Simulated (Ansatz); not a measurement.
Born–Oppenheimer molecular dynamics of H7N2Si (10 atoms, charge 0, multiplicity 2). It starts at the highest image of a converged band, a first-order saddle point between two minima.

Method: Ansatz 0.2.0, UHF/def2-SVP.

| Quantity | Value |
| --- | --- |
| ensemble | NVE (velocity Verlet) |
| time step | 0.5 fs |
| steps asked | 200 |
| starting velocities drawn for | 100 K |
| seed | 4135 |

Frames 5 fs apart, positions in Å, forces in eV/Å.

Velocities at 15 fs (Å/ps):

```
Si -0.27 0.52 -0.18
H 6.57 -5.91 39.15
H -2.00 1.68 -4.40
N 0.90 -1.43 -1.59
H 1.12 -14.29 -3.66
H -6.69 -0.93 -8.34
N -0.48 2.15 -2.44
H 5.03 2.91 -0.30
H -9.88 1.42 1.88
H 7.43 -9.34 36.73
```

```xyz
10
Properties=species:S:1:pos:R:3:forces:R:3 time_fs=15 energy_less_start_eV=-0.097 T=194
Si -0.039 0.052 -0.029 -0.17 0.29 -0.97
H -0.026 -0.101 1.979 0.01 0.13 -0.33
H 1.401 0.156 -0.424 0.00 -0.02 -0.06
N -0.819 1.384 -0.794 0.44 -0.08 -0.13
H -1.796 1.495 -0.935 -0.39 -0.10 0.10
H -0.313 2.198 -1.063 0.15 0.25 -0.06
N -0.903 -1.344 -0.525 -0.26 -0.47 -0.34
H -1.028 -2.226 -0.069 0.24 0.26 0.29
H -1.192 -1.425 -1.481 -0.01 0.10 -0.12
H -0.025 -0.282 2.708 -0.01 -0.33 1.61
10
Properties=species:S:1:pos:R:3:forces:R:3 time_fs=20 energy_less_start_eV=-0.384 T=471
Si -0.041 0.056 -0.033 0.09 0.12 -0.68
H 0.008 -0.139 2.217 0.01 -0.30 1.15
H 1.393 0.161 -0.448 0.05 -0.05 0.05
N -0.813 1.378 -0.803 -0.32 0.39 -0.35
H -1.811 1.417 -0.941 0.39 0.08 0.12
H -0.337 2.210 -1.107 -0.17 -0.22 0.12
N -0.907 -1.336 -0.540 -0.12 -0.09 -0.19
H -0.980 -2.195 -0.037 0.04 -0.03 0.06
H -1.242 -1.409 -1.484 0.04 -0.08 0.11
H 0.012 -0.342 2.977 0.01 0.16 -0.39
10
Properties=species:S:1:pos:R:3:forces:R:3 time_fs=25 energy_less_start_eV=-0.598 T=678
Si -0.042 0.061 -0.044 0.31 -0.04 -0.54
H 0.042 -0.204 2.580 0.01 -0.12 0.49
H 1.395 0.154 -0.463 0.01 -0.05 0.11
N -0.809 1.374 -0.817 -0.11 -0.11 -0.06
H -1.798 1.357 -0.926 -0.33 0.25 -0.05
H -0.378 2.211 -1.136 0.10 0.25 -0.03
N -0.913 -1.331 -0.556 0.20 0.17 0.47
H -0.921 -2.161 0.001 -0.17 -0.15 -0.28
H -1.290 -1.412 -1.478 -0.03 -0.26 -0.04
H 0.051 -0.406 3.310 0.01 0.05 -0.06
10
Properties=species:S:1:pos:R:3:forces:R:3 time_fs=30 energy_less_start_eV=-0.697 T=775
Si -0.040 0.065 -0.059 0.28 -0.15 -0.30
H 0.078 -0.282 3.001 -0.03 0.36 -1.25
H 1.402 0.138 -0.454 0.02 0.00 0.07
N -0.810 1.372 -0.834 -0.54 0.42 -0.31
H -1.811 1.354 -0.916 0.14 0.17 0.01
H -0.411 2.232 -1.158 0.05 -0.15 0.15
N -0.917 -1.323 -0.567 -0.01 -0.33 0.29
H -0.897 -2.159 -0.015 -0.10 -0.03 -0.12
H -1.335 -1.464 -1.468 0.14 0.10 0.06
H 0.092 -0.475 3.689 0.03 -0.38 1.41
10
Properties=species:S:1:pos:R:3:forces:R:3 time_fs=35 energy_less_start_eV=-0.749 T=824
Si -0.036 0.068 -0.076 -0.04 -0.14 -0.09
H 0.112 -0.352 3.396 0.02 -0.22 0.80
H 1.412 0.121 -0.430 0.02 0.06 -0.06
N -0.818 1.375 -0.855 -0.28 0.26 -0.23
H -1.818 1.392 -0.904 0.01 0.03 0.04
H -0.422 2.242 -1.154 0.18 -0.02 0.10
N -0.920 -1.321 -0.572 -0.08 -0.51 0.15
H -0.893 -2.173 -0.052 0.06 -0.05 0.24
H -1.354 -1.494 -1.457 0.12 0.37 -0.18
H 0.135 -0.560 4.136 -0.02 0.22 -0.76
10
Properties=species:S:1:pos:R:3:forces:R:3 time_fs=40 energy_less_start_eV=-0.780 T=854
Si -0.033 0.070 -0.095 -0.34 -0.08 0.05
H 0.147 -0.430 3.822 0.03 -0.21 0.73
H 1.425 0.117 -0.422 -0.08 0.09 -0.17
N -0.830 1.383 -0.879 0.32 -0.14 -0.05
H -1.826 1.440 -0.885 -0.14 0.05 0.03
H -0.395 2.246 -1.127 0.06 0.09 0.03
N -0.924 -1.327 -0.573 0.14 -0.20 0.21
H -0.881 -2.185 -0.054 -0.05 0.13 -0.11
H -1.343 -1.447 -1.476 0.09 0.06 0.00
H 0.179 -0.636 4.561 -0.03 0.21 -0.73
10
Properties=species:S:1:pos:R:3:forces:R:3 time_fs=45 energy_less_start_eV=-0.759 T=834
Si -0.033 0.072 -0.113 -0.53 0.01 0.17
H 0.183 -0.515 4.274 -0.08 0.37 -1.36
H 1.421 0.133 -0.451 -0.08 0.06 -0.20
N -0.838 1.389 -0.905 0.25 -0.03 0.00
H -1.839 1.498 -0.857 0.37 0.00 0.04
H -0.361 2.256 -1.087 -0.22 -0.17 0.04
N -0.926 -1.335 -0.572 0.32 0.69 -0.02
H -0.879 -2.192 -0.067 -0.10 -0.24 -0.11
H -1.311 -1.387 -1.497 -0.01 -0.32 0.09
H 0.221 -0.706 4.962 0.07 -0.37 1.35
10
Properties=species:S:1:pos:R:3:forces:R:3 time_fs=50 energy_less_start_eV=-0.789 T=862
Si -0.036 0.073 -0.130 -0.36 0.19 0.14
H 0.216 -0.588 4.680 0.02 -0.08 0.29
H 1.399 0.163 -0.526 -0.02 -0.01 -0.11
N -0.841 1.393 -0.931 0.49 -0.41 0.13
H -1.816 1.558 -0.819 -0.33 -0.07 0.10
H -0.355 2.256 -1.046 0.16 0.23 -0.09
N -0.923 -1.335 -0.571 0.05 0.02 -0.14
H -0.895 -2.225 -0.112 0.07 0.19 0.00
H -1.282 -1.393 -1.505 -0.06 -0.14 -0.03
H 0.266 -0.787 5.407 -0.02 0.08 -0.30
10
Properties=species:S:1:pos:R:3:forces:R:3 time_fs=55 energy_less_start_eV=-0.753 T=828
Si -0.043 0.076 -0.146 0.08 0.27 -0.08
H 0.250 -0.664 5.094 0.09 -0.29 1.07
H 1.371 0.190 -0.625 -0.02 -0.10 0.09
N -0.837 1.393 -0.954 -0.22 0.44 0.31
H -1.810 1.594 -0.765 0.33 -0.22 -0.07
H -0.337 2.268 -1.019 -0.08 -0.32 -0.08
N -0.920 -1.333 -0.573 -0.30 -0.34 -0.53
H -0.896 -2.235 -0.146 0.20 0.12 0.36
H -1.263 -1.429 -1.512 0.00 0.17 0.00
H 0.310 -0.866 5.843 -0.09 0.29 -1.07
10
Properties=species:S:1:pos:R:3:forces:R:3 time_fs=60 energy_less_start_eV=-0.756 T=831
Si -0.049 0.082 -0.162 0.26 0.11 -0.35
H 0.286 -0.749 5.546 -0.10 0.27 -1.02
H 1.341 0.194 -0.705 0.10 -0.13 0.22
N -0.835 1.397 -0.973 -0.02 -0.23 0.38
H -1.781 1.592 -0.718 -0.30 0.10 -0.05
H -0.316 2.249 -1.016 0.09 0.24 -0.15
N -0.920 -1.335 -0.582 -0.11 -0.05 -0.09
H -0.855 -2.213 -0.109 0.04 0.04 0.07
H -1.248 -1.437 -1.524 -0.05 -0.07 -0.01
H 0.351 -0.935 6.240 0.10 -0.27 1.02
10
Properties=species:S:1:pos:R:3:forces:R:3 time_fs=65 energy_less_start_eV=-0.757 T=831
Si -0.053 0.088 -0.182 0.27 -0.19 -0.41
H 0.320 -0.825 5.962 -0.03 0.09 -0.32
H 1.332 0.168 -0.735 0.14 -0.06 0.22
N -0.835 1.401 -0.984 -0.22 0.29 0.40
H -1.778 1.602 -0.694 0.12 0.11 -0.20
H -0.296 2.249 -1.045 -0.22 -0.09 -0.11
N -0.923 -1.339 -0.594 0.11 0.26 0.34
H -0.805 -2.179 -0.059 -0.16 -0.04 -0.31
H -1.243 -1.462 -1.536 -0.03 -0.29 0.08
H 0.395 -1.013 6.672 0.03 -0.08 0.32
10
Properties=species:S:1:pos:R:3:forces:R:3 time_fs=70 energy_less_start_eV=-0.762 T=837
Si -0.055 0.092 -0.204 0.30 -0.32 -0.22
H 0.352 -0.898 6.365 0.14 -0.31 1.20
H 1.353 0.130 -0.715 -0.01 0.06 0.12
N -0.838 1.407 -0.989 -0.17 0.36 0.16
H -1.773 1.638 -0.709 -0.05 -0.04 -0.10
H -0.309 2.251 -1.103 0.02 0.03 -0.11
N -0.924 -1.339 -0.600 -0.06 0.06 0.05
H -0.786 -2.167 -0.061 -0.06 -0.20 0.05
H -1.243 -1.542 -1.530 0.04 0.06 0.05
H 0.441 -1.095 7.118 -0.14 0.31 -1.20
```

Of the whole run (100 fs, mean temperature of the second half 836 K): The conserved energy stayed within 0.066 meV per atom of its start (net change -0.015 meV per atom), so the integration is sound. The kinetic energy rose, since the run started high on the potential surface and went downhill. It ends in pieces (H2 + H5N2Si), so much of that is their flight and rotation, not heat. A run of 0.1 ps of so small a system gives no equilibrium averages.

The run took 110 s on 2 threads of Arm Neoverse V2 (shared host), peak memory 0.19 GiB.
